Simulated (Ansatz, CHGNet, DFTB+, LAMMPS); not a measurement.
**Ladder of methods for the elastic constant C12 of bcc Nb**

Reference value: 133 GPa (measured, 4 K, not corrected to a static lattice; as tabulated in Wang et al. (2022), arXiv:2209.12322).

**Question.** What do MEAM library.meam-Nb, GFN1-xTB, CHGNet 0.3.0, CHGNet-r²SCAN, UF3 Nb.uf3, LDA, PBE, PBEsol, r²SCAN, HSE06 give, and how far is each from the reference?

**Answer.** 
```json
[
 {"level (code)": "MEAM library.meam-Nb (LAMMPS)", "value (GPa)": "132", "cell (Å³/atom)": "17.98", "difference (%)": "-0.8"},
 {"level (code)": "GFN1-xTB (DFTB+)", "value (GPa)": "74.4", "cell (Å³/atom)": "19.11", "difference (%)": "-44"},
 {"level (code)": "CHGNet 0.3.0 (CHGNet)", "value (GPa)": "93.1", "cell (Å³/atom)": "18.47", "difference (%)": "-30"},
 {"level (code)": "CHGNet-r²SCAN (CHGNet)", "value (GPa)": "134", "cell (Å³/atom)": "18.30", "difference (%)": "+0.8"},
 {"level (code)": "UF3 Nb.uf3 (LAMMPS)", "value (GPa)": "195", "cell (Å³/atom)": "18.65", "difference (%)": "+47"},
 {"level (code)": "LDA (Ansatz)", "value (GPa)": "146", "cell (Å³/atom)": "17.12", "difference (%)": "+9.8"},
 {"level (code)": "PBE (Ansatz)", "value (GPa)": "132", "cell (Å³/atom)": "18.13", "difference (%)": "-0.8"},
 {"level (code)": "PBEsol (Ansatz)", "value (GPa)": "140", "cell (Å³/atom)": "17.51", "difference (%)": "+5.3"},
 {"level (code)": "r²SCAN (Ansatz)", "value (GPa)": "136", "cell (Å³/atom)": "18.02", "difference (%)": "+2.3"},
 {"level (code)": "HSE06 (Ansatz)", "value (GPa)": "138", "cell (Å³/atom)": "17.91", "difference (%)": "+3.8"}
]
```

Leaving aside MEAM library.meam-Nb, which can be fitted to such values or carry a doubt: Nearest, and too close to rank with a margin of 3.3 % (twice that across the reference) picked here for doubts on the reference and the settings, and for temperature and zero-point motion: CHGNet-r²SCAN (+0.8 %), PBE (-0.8 %), r²SCAN (+2.3 %), HSE06 (+3.8 %). UF3 Nb.uf3 (+47 %) misses by most. Within 20 %: CHGNet-r²SCAN, LDA, PBE, PBEsol, r²SCAN, HSE06. Of the first-principles levels, DFT without exact exchange (LDA, PBE, PBEsol, r²SCAN) would do here.

The reference has no zero-point or thermal correction, while the calculations are for a static lattice, so the differences are not the levels' errors alone.  GFN1-xTB: the method was fitted mainly to molecules. LDA, PBE, PBEsol, r²SCAN, HSE06: the shear constants of this metal are likely not converged at this k mesh and smearing. HSE06: hybrids on metals are sensitive to the k mesh. Each level is taken at its own relaxed cell. Cutoffs and k meshes differ between the levels. Ansatz's density-functional and Hartree–Fock values are scalar-relativistic unless marked +SOC, with PAW data made under PBE.

Empirical potentials (MEAM library.meam-Nb) are fitted to chosen data, which need not cover the solid at hand: agreement can be built in, and what lay outside the fit can be far off. Machine-learned potentials (CHGNet 0.3.0, CHGNet-r²SCAN, UF3 Nb.uf3) are trained on DFT data, which may include these solids.

Differences are worked out from the printed values.

Ansatz is a program for electronic structure.
